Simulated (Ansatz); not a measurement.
A made-up structure of Al2H3S, doublet:

```
6
angstrom
Al -2.1091 -0.4414 -0.6618
Al 1.3793 -0.7552 1.3886
S 0.2124 0.4442 -0.0369
H -2.5474 -1.3470 -1.9084
H 0.6679 1.6981 -0.3013
H 2.4427 0.3125 1.5877
```

It is relaxed with PBE-D4/def2-SVP and then PBE0-D4/def2-TZVP (Ansatz 0.2.0). Atoms count as bonded within 1.22 times the sum of their covalent radii (H–H: 0.88 Å). The end point is not checked to be a true minimum.

Task: Does its bonding change? (A judgement: the text doesn't fix the answer.)

Result: Computed: Yes. Formed: Al1–Al2; broken: none.

Where it ends: The first stage lowers the energy by 2.00 eV in 16 steps. It ends as Al₂H₃S ([AlH]1[AlH][SH]1):
Al1  (-1.226, -0.709, -0.184)
Al2  (0.892, -0.711, 0.902)
S3  (0.548, 0.782, -0.979)
H4  (-2.302, -1.133, -1.266)
H5  (0.185, 1.941, -0.396)
H6  (1.949, -0.259, 1.991)
(Å)

Labels in which every atom is bracketed show which atoms are joined, not bond orders.

For scale, one of the runs: PBE0-D4/def2-TZVP relaxation, 129 basis functions, launched by `ansatz run in.yaml --threads 2 --pin off --events-out ev --progress --plain --max-ram 4352MiB`. The run took about 60 s on 2 CPU threads of an Intel Xeon Platinum 8259CL (shared host).
